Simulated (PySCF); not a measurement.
What the low excited states add to the polarisability

Compound: bicyclo[2.1.0]pent-2-ene, C5H6.
Structure used (PBE0-D3(BJ)/def2-TZVP), in Å, numbered top down from 1:
```
atom  x, y, z in Å
C1     0.5958   -0.1952   -1.1966
C2     1.3509    0.0139   -0.1132
C3     0.1966    0.5612    0.6943
C4    -0.9124   -0.4599    0.7281
C5    -0.6578    0.3265   -0.5318
H6     0.7569   -0.7089   -2.1367
H7     2.3607   -0.2646    0.1631
H8     0.1851    1.4426    1.3204
H9    -0.6590   -1.5147    0.7530
H10   -1.7982   -0.1813    1.2935
H11   -1.3845    1.0141   -0.9419
```

Method: TDDFT CAM-B3LYP/aug-cc-pVTZ, vertical, gas phase, core orbitals frozen in the response in PySCF. Geometry: PBE0-D3(BJ)/def2-TZVP; no solvent, vibrations or thermal averaging.

Excitation energies and transition dipoles (atomic units, axes of the coordinates) of those of the lowest 10 singlets that add 0.02 au or more to the mean polarisability:

| state | ΔE (hartree) | μx | μy | μz |
| --- | --- | --- | --- | --- |
| S1 | 0.1884 | 0.223 | 0.062 | 0.324 |
| S2 | 0.2123 | 0.158 | 0.264 | -0.163 |
| S3 | 0.2244 | -0.215 | 0.475 | 0.059 |
| S4 | 0.2270 | -0.095 | -0.027 | -0.140 |
| S5 | 0.2326 | 0.071 | 0.124 | -0.072 |
| S6 | 0.2532 | -0.113 | 0.195 | 0.037 |
| S7 | 0.2539 | 0.080 | 0.025 | 0.120 |
| S8 | 0.2678 | -0.370 | -0.242 | 0.306 |
| S9 | 0.2698 | -0.142 | 0.053 | 0.091 |
| S10 | 0.2725 | 0.176 | 0.053 | 0.180 |

Task: What does each state add to αxx, αyy and αzz, and how do the sums compare with the full static tensor?

Result: Each state adds 2 μα² / ΔE.

```json
{"state": "S1", "αxx (au)": "0.53", "αyy (au)": "0.04", "αzz (au)": "1.11"}
{"state": "S2", "αxx (au)": "0.23", "αyy (au)": "0.66", "αzz (au)": "0.25"}
{"state": "S3", "αxx (au)": "0.41", "αyy (au)": "2.01", "αzz (au)": "0.03"}
{"state": "S4", "αxx (au)": "0.08", "αyy (au)": "0.01", "αzz (au)": "0.17"}
{"state": "S5", "αxx (au)": "0.04", "αyy (au)": "0.13", "αzz (au)": "0.04"}
{"state": "S6", "αxx (au)": "0.10", "αyy (au)": "0.30", "αzz (au)": "0.01"}
{"state": "S7", "αxx (au)": "0.05", "αyy (au)": "0.01", "αzz (au)": "0.11"}
{"state": "S8", "αxx (au)": "1.02", "αyy (au)": "0.44", "αzz (au)": "0.70"}
{"state": "S9", "αxx (au)": "0.15", "αyy (au)": "0.02", "αzz (au)": "0.06"}
{"state": "S10", "αxx (au)": "0.23", "αyy (au)": "0.02", "αzz (au)": "0.24"}
{"state": "all 10 states", "αxx (au)": "2.8", "αyy (au)": "3.6", "αzz (au)": "2.7"}
{"state": "full response", "αxx (au)": "58.5", "αyy (au)": "47.8", "αzz (au)": "57.0"}
{"state": "share (%)", "αxx (au)": "5", "αyy (au)": "8", "αzz (au)": "5"}
```

The rest comes from the higher roots of the same response equations.

Task: Give the full tensor and its principal values.

Result: In au, rows and columns x, y, z:
```
x   58.5  0.0 -1.5
y    0.0 47.8  1.6
z   -1.5  1.6 57.0
```
Principal values 47.5, 56.2 and 59.5 au; mean 54.4 au (8.07 Å³).

Task: By how much does the contribution of these states grow at 1064 nm?

Result: With ω = 0.0428 hartree each state's term in the mean polarisability goes from f / ΔE² to f / (ΔE² − ω²), f = (2/3) ΔE |μ|²; the sum over all 10 states goes from 3.07 to 3.19 au, a rise of 0.11 au.

A one-level model with all 26 active electrons at a single energy would need ΔE = √(N/α) = 18.8 eV to give this α, against S1 at 5.13 eV.
